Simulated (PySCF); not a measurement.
# Curvature of the energy in the electron number along the second row

Calculated with PySCF 2.14, in aug-cc-pVTZ-DK, spin-free X2C, aug-cc-pVTZ, non-relativistic: one orbital is emptied in steps, and each cell gives the departure of E from the straight line at half an electron, in eV (from a cubic fit). The exact functional gives zero.

| species | orbital | LDA | PBE | r2SCAN | PBE0 | BHandHLYP | LC-wPBE | wB97X | UHF |
| --- | --- | --- | --- | --- | --- | --- | --- | --- | --- |
| B | 2p alpha | -1.18 | -1.16 | -1.05 | -0.83 | -0.52 | -0.14 | -0.20 | 0.14 |
| C | 2p alpha | -1.44 | -1.39 | -1.27 | -0.98 | -0.58 | -0.25 | -0.32 | 0.26 |
| N | 2p alpha | -1.70 | -1.64 | -1.47 | -1.14 | -0.64 | -0.42 | -0.47 | 0.37 |
| F | 2p beta | -1.94 | -1.86 | -1.67 | -1.23 | -0.64 | -0.56 | -0.58 | 0.62 |
| Ne | 2p beta | -2.21 | -2.11 | -1.85 | -1.38 | -0.68 | -0.76 | -0.74 | 0.78 |

Task: How does the mean departure depend on the functional?

Result: LDA -1.69 eV; PBE -1.63 eV; r2SCAN -1.46 eV; PBE0 -1.11 eV; BHandHLYP -0.61 eV; LC-wPBE -0.42 eV; wB97X -0.46 eV; UHF 0.43 eV. Semilocal functionals are convex (delocalisation error), Hartree-Fock is concave or straight, and exact exchange removes curvature roughly in proportion to its share, so among the functionals the range-separated hybrids usually come closest to zero.
